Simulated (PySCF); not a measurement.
Compound: 3-methylisoxazole, C₄H₅NO.
Z-matrix (Å and degrees, PBE0-D3(BJ)/def2-TZVP geometry), rows numbered from 1:
```
C 
C   1  1.4849
C   2  1.4223  1  128.67
C   3  1.3503  2  103.39  1  -179.73
O   4  1.3321  3  110.34  2    -0.00
N   2  1.3055  1  120.40  3  -179.78
H   1  1.0919  2  110.81  3   -53.79
H   1  1.0926  2  110.73  3    65.60
H   1  1.0893  2  110.02  3  -174.30
H   3  1.0770  2  128.40  1     0.29
H   4  1.0789  3  133.49  2  -179.99
```

Level: wB97X-D/pcSseg-2 in PySCF, non-relativistic, on one gas-phase PBE0-D3(BJ)/def2-TZVP geometry that isn't relaxed in the solvent. The solvent is an IEF-PCM continuum (cavity from Bondi-type radii × 1.2). The model holds no explicit solvent molecules, cavitation or dispersion.

Gas phase at wB97X-D/pcSseg-2: HOMO -9.56 eV, LUMO 1.51 eV, dipole 3.02 D.

Question: What does the continuum do to the energy, the frontier levels and the dipole at wB97X-D/pcSseg-2 in chloroform?

Answer: 
```
   solvent      ε  E(solvent) − E(gas) (kJ/mol)  polarisation term (kJ/mol)  distortion of the solute (kJ/mol)  HOMO (eV)  LUMO (eV)  dipole (D)
chloroform  4.711                        -16.88                      -19.80                               2.92      -9.57       1.50        3.80
```

The polarisation term is half the interaction of the solute with the surface charges that it induces; the rest is the cost of distorting the solute's density. The sum is the electrostatic part of solvation alone.

Question: Which radius a makes the point-dipole formula ΔE = −[(ε − 1)/(2ε + 1)]·μ²/a³ give the value in chloroform, with the gas-phase dipole?

Answer: μ = 1.190 au and |ΔE| = 0.00643 Eh give a = 2.27 Å; the farthest nucleus lies 2.98 Å from the centroid of the nuclei, so such a sphere wouldn't even hold the nuclei. The formula assumes a rigid point dipole at the centre of a sphere.

Hardware: Arm Neoverse V1, one thread, on a shared host. Cost: 53 s of wall time, 1.2 GiB resident at most. This is the whole shielding run at wB97X-D/pcSseg-2 in chloroform, SCF included.

Note: wB97X-D ran without an empirical dispersion term, which enters the total energy and its gradient alone.
